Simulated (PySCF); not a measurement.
C₅H₉F.
Z-matrix (Å and degrees, PBE0-D3(BJ)/def2-SVP geometry), rows numbered from 1:
```
C 
C   1  1.5205
C   2  1.5020  1  112.83
F   3  1.3706  2  111.48  1   -60.35
C   3  1.4905  2  122.45  1    82.09
C   3  1.4877  2  122.78  1   156.31
H   1  1.1012  2  111.18  3   -61.56
H   1  1.0997  2  110.44  3    57.82
H   1  1.0999  2  111.38  3   177.91
H   2  1.1036  1  110.28  3  -120.93
H   2  1.1018  1  110.79  3   121.54
H   5  1.0925  3  116.59  6   107.27
H   5  1.0936  3  118.50  6  -108.62
H   6  1.0935  3  118.70  5   108.63
H   6  1.0926  3  116.30  5  -107.34
```

The closed-shell ground state was solved at several levels (PySCF, density fitting, gas phase, non-relativistic).

```json
{"level": "PBE0/pcSseg-1", "basis functions": "147", "HOMO (eV)": "-7.85", "LUMO (eV)": "1.40", "gap (eV)": "9.25", "dipole (D)": "1.63"}
{"level": "B3LYP/def2-TZVP", "basis functions": "240", "HOMO (eV)": "-7.61", "LUMO (eV)": "0.86", "gap (eV)": "8.47", "dipole (D)": "1.62"}
{"level": "KT2/pcJ-1", "basis functions": "252", "HOMO (eV)": "-6.47", "LUMO (eV)": "0.49", "gap (eV)": "6.96", "dipole (D)": "1.50"}
{"level": "B97-2/pcJ-1", "basis functions": "252", "HOMO (eV)": "-7.57", "LUMO (eV)": "1.45", "gap (eV)": "9.02", "dipole (D)": "1.63"}
{"level": "B3LYP/pcJ-1", "basis functions": "252", "HOMO (eV)": "-7.61", "LUMO (eV)": "1.11", "gap (eV)": "8.72", "dipole (D)": "1.62"}
{"level": "BHandHLYP/pcJ-1", "basis functions": "252", "HOMO (eV)": "-9.17", "LUMO (eV)": "2.15", "gap (eV)": "11.32", "dipole (D)": "1.75"}
{"level": "HF/pcJ-1", "basis functions": "252", "HOMO (eV)": "-11.17", "LUMO (eV)": "4.34", "gap (eV)": "15.51", "dipole (D)": "1.88"}
{"level": "B3LYP/6-31G*", "basis functions": "102", "HOMO (eV)": "-7.26", "LUMO (eV)": "2.29", "gap (eV)": "9.55", "dipole (D)": "1.40"}
{"level": "CAM-B3LYP/pcJ-1", "basis functions": "252", "HOMO (eV)": "-9.25", "LUMO (eV)": "2.29", "gap (eV)": "11.54", "dipole (D)": "1.66"}
```

Task: Estimate the row for HF/pcSseg-2, a basis of 342 functions; the other rows only guide the guess.

Result: HOMO -11.13 eV, LUMO 2.70 eV, gap 13.83 eV, dipole 1.86 D.

Task: Over all these levels, which gives the widest orbital gap and which the narrowest?

Result: HF/pcJ-1 (Hartree–Fock, all exact exchange) has the widest, 15.51 eV, and KT2/pcJ-1 (GGA) the narrowest, 6.96 eV. The two share the basis. From the narrowest to the widest the HOMO moves by -4.70 eV and the LUMO by +3.85 eV. The HOMO need not be the same orbital at Hartree–Fock and at DFT levels.

Task: How much does the basis alone move the frontier levels among the 3 B3LYP rows?

Result: The HOMO by 0.35 eV and the LUMO by 1.43 eV. By rising basis size (HOMO, LUMO in eV): 6-31G* -7.26, 2.29; def2-TZVP -7.61, 0.86; pcJ-1 -7.61, 1.11.

Task: In the pcJ-1 basis, how does the gap go with the fixed share of exact exchange?

Result: KT2 (0 %) 6.96 eV; B3LYP (20 %) 8.72 eV; B97-2 (21 %) 9.02 eV; BHandHLYP (50 %) 11.32 eV; HF (100 %) 15.51 eV. Each rise in the share widens the gap here.

Task: How far do the dipole and the HOMO energy spread over the levels?

Result: The dipole runs from 1.40 to 1.88 D (mean 1.66 D) and the HOMO from -11.17 to -6.47 eV.

One conformer stands for the species.
